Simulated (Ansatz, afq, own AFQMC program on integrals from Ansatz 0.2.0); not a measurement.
Integrals from Ansatz 0.2.0, then the random walk in our own AFQMC program (afq).

```yaml
crystal:
  periodic: [false, false, false]
  atoms:
    - {symbol: N, position_ang: [0.000000, -0.112081, 0.460933]}
    - {symbol: O, position_ang: [0.000000, 0.046353, -0.464604]}
    - {symbol: H, position_ang: [0.000000, 0.821743, 0.969534]}
basis:
  gaussian: {orbitals: cc-pVDZ}
magnetization: {spin_polarized: false}
correlation: {method: ccsd_t, electrons: outside_noble_gas, hamiltonian_folder: ham}
```

```sh
$ ansatz run in.yaml --threads 1 --pin off --events-out ev --progress --plain --max-ram 1382MiB
```

Options of the walk:

```
--method phaseless --trial cisd --walkers 90 --populations 1 --least-time 40 --time-step 0.005 --steps-per-block 50 --equilibration-blocks 28 --max-blocks 300 --target-error 0.00042 --factor-cut 1e-05 --seed 7333 --release-times 0.24,0.51,0.99,1.62,2.4 --release-step 0.03 --release-every 4 --taylor-order 6
```

Times are imaginary, in 1/Eh. The walk had a cap of 508 s.

Output of the walk:

```
orbitals 31  electrons 6 6  factors 241 of 307
reference energy -129.61611392 Eh
CCSD correlation -0.32538896 Eh in 10 cycles, weight of the determinant in the CISD state 0.9096
energy of the start -129.941503 Eh
 block  time / (1/Eh)  mean weight  energy / Eh
     1     0.250  1.0006  -129.940493
     2     0.500  1.0009  -129.944067
     3     0.750  0.9993  -129.961687
     4     1.000  1.0008  -129.947577
     5     1.250  1.0008  -129.948939
     8     2.000  1.0054  -129.957829
    13     3.250  1.0014  -129.946339
    31     7.750  1.0021  -129.941558
    49    12.250  1.0003  -129.950327
    67    16.750  0.9971  -129.947005
    85    21.250  1.0015  -129.946524
   103    25.750  1.0018  -129.949771
   121    30.250  0.9983  -129.944618
   139    34.750  0.9978  -129.947459
   157    39.250  1.0028  -129.950559
   175    43.750  0.9985  -129.963414
   193    48.250  1.0006  -129.945422
   211    52.750  1.0038  -129.957544
   229    57.250  1.0007  -129.951680
   247    61.750  0.9999  -129.957796
   265    66.250  1.0030  -129.945514
   277    69.250  1.0014  -129.947656
blocks merged  error / Eh  count
     1  0.000302  250
     2  0.000359  125
     4  0.000400  62
     8  0.000416  31
    16  0.000544  15
released: time / (1/Eh)  energy / Eh  error  mean overlap
  0.24  -129.950707  0.000388  0.9893
  0.51  -129.950500  0.000409  0.9842
  0.99  -129.950204  0.000455  0.9802
  1.62  -129.950043  0.000530  0.9914
  2.40  -129.950466  0.000755  0.9759
energy -129.950326 +/- 0.000416 Eh
(rows thinned)
```

The run passed its tests (sampling time, drift between the halves within three errors, error under three times the target), which doesn't prove that it has relaxed.

Against this walk (error 11.3 meV) on the same determinant: CCSD(T) 32.1 meV higher, CCSDT(Q) 1.6 meV higher (within the noise). The error is statistical and leaves out the bias of the constraint. Released to 2.40 1/Eh the energy moves by -4 ± 23 meV (both errors), within twice the noise.

Cautions: constraint bias not in the error.

The walk took 3.4 min on 1 thread of Arm Neoverse V1, on a shared host. The log's last line is the phaseless energy.

CCSDT and higher add their correlation energy to the determinant of the CCSD(T) run, since their own runs factorise the integrals more tightly (a shift of under 2 meV). A walk keeps the symmetry of its determinant, which the program's search chose and which needn't be the lowest solution, so a lower state of the same spin and another symmetry isn't excluded.
